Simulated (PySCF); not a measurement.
CH₂O₂, SMILES `O=CO` (O–C–O–H torsion 0°), neutral singlet in the gas phase. 

Cartesian coordinates (Å):
```xyz
5

O     -0.5436     1.2194    -0.0892
C     -0.4211     0.0358    -0.2166
O      0.7507    -0.6160    -0.3077
H     -1.2476    -0.6836    -0.2770
H      1.4616     0.0444    -0.2513
```
Charge 0, spin multiplicity 1.

All levels are single points at this geometry (B3LYP-D3(BJ)/def2-TZVP); Pople sets use spherical d functions. Orbital energies aren't observables, and empty levels follow the basis.

PBE/6-31G* in PySCF gives HOMO (eV) = -6.42.

Problem. Estimate the HOMO (eV) from each of these levels: M06-2X/def2-TZVP in PySCF; B3LYP/6-311+G** in PySCF; B3LYP/6-31G* in PySCF; BP86/6-31G* in PySCF; HF/6-31G* in PySCF.

Solution. 
| level | HOMO (eV) |
|---|---|
| M06-2X/def2-TZVP in PySCF | -10.31 |
| B3LYP/6-311+G** in PySCF | -8.44 |
| B3LYP/6-31G* in PySCF | -7.91 |
| BP86/6-31G* in PySCF | -6.56 |
| HF/6-31G* in PySCF | -12.73 |
